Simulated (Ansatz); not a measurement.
A made-up structure of BH$_{3}$OF (charge +1), singlet:

```
6
angstrom
O -0.5087 0.2181 -0.4678
B 0.5475 -0.2211 0.4450
F 0.1185 -0.4078 1.6327
H 1.0187 -0.5010 1.4561
H -1.4325 0.3475 -0.1789
H 1.6244 -0.3416 -0.0210
```

It is relaxed with PBE-D4/def2-SVP and then PBE0-D4/def2-TZVP (Ansatz 0.2.0). Atoms count as bonded within 1.22 times the sum of their covalent radii (H–H: 0.88 Å). The end point is not checked to be a true minimum.

(1) Does its bonding change? (Judge from chemistry; the calculation decides.)

Results:

(1) The calculation gives: Yes. Formed: none; broken: B2–H4.

Where it ends: The first stage lowers the energy by 4.13 eV in 10 steps. It ends as BH₃OF ([OH][BH][FH]), total charge +1:
```xyz
6
angstrom
O -0.5934 0.2396 -0.5237
B 0.4895 -0.1111 0.0453
F 0.2926 -0.4126 1.6131
H 1.0410 -0.6817 2.1285
H -1.4781 0.3427 -0.1494
H 1.6165 -0.2826 -0.2478
```

Labels in which every atom is bracketed show which atoms are joined, not bond orders.

For scale, one of the runs: PBE0-D4/def2-TZVP relaxation, 111 basis functions, launched by `ansatz run in.yaml --threads 2 --pin off --events-out ev --progress --plain --max-ram 4352MiB`. Hardware: 2 CPU threads of an Arm Neoverse V1, shared host. Wall time about 12 s.
